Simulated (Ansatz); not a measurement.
Ideal-gas functions of `C[Si]C` at 500 K and 1 bar, from an Ansatz frequency run at PBE0-D4/def2-TZVP.

Molar mass 58.16 g/mol, point group C2 (symmetry number 2), electronic degeneracy 1, moments of inertia 29.781, 71.347, 94.963 u Å². Harmonic wavenumbers (cm⁻¹, unscaled): 114, 124, 254, 505, 562, 662, 668, 730, 857, 1235, 1243, 1412, 1417, 1441, 1448, 2998, 3000, 3080, 3086, 3139, 3139.

Use S(trans) = R[1.5 ln M + 2.5 ln T − 1.1517]; rotational temperatures θ = 24.2544 K / I; S(rot) = R[ln(√π/σ · √(T³/θAθBθC)) + 1.5]; for each mode x = 1.438777 ν̃/T, S = R[x/(eˣ − 1) − ln(1 − e⁻ˣ)] and H = RT x/(eˣ − 1); 1 cm⁻¹ = 0.0119627 kJ/mol; R = 8.31446 J/(mol·K).

By hand: the entropy, in J/(mol·K).

Translation 170.3. Rotation: θ = 0.8144, 0.3399, 0.2554 K, giving 100.0. Vibration, mode by mode: 17.62, 16.93, 11.10, 5.90, 5.17, 4.11, 4.05, 3.52, 2.64, 1.11, 1.09, 0.74, 0.73, 0.69, 0.68, 0.01, 0.01, 0.01, 0.01, 0.01, 0.01, in all 76.1. Electronic 0.0. Sum 346.4 J/(mol·K).

By hand: H − E and G − E in kJ/mol, counted from the electronic energy.

Zero-point energy ½ × 31114 × 0.0119627 = 186.1; thermal vibration 20.3; translation, rotation and pV give 4 RT = 16.6. H − E = 223.0 kJ/mol, and G − E = 223.0 − 500 × 346.4/1000 = 49.8 kJ/mol.

Vibration gives 22 % of the entropy, 34.5 J/(mol·K) of it from the modes under 150 cm⁻¹: soft modes count most, and the harmonic formula is weakest for them. The sum counts one conformer and one mirror image; others add a mixing term.
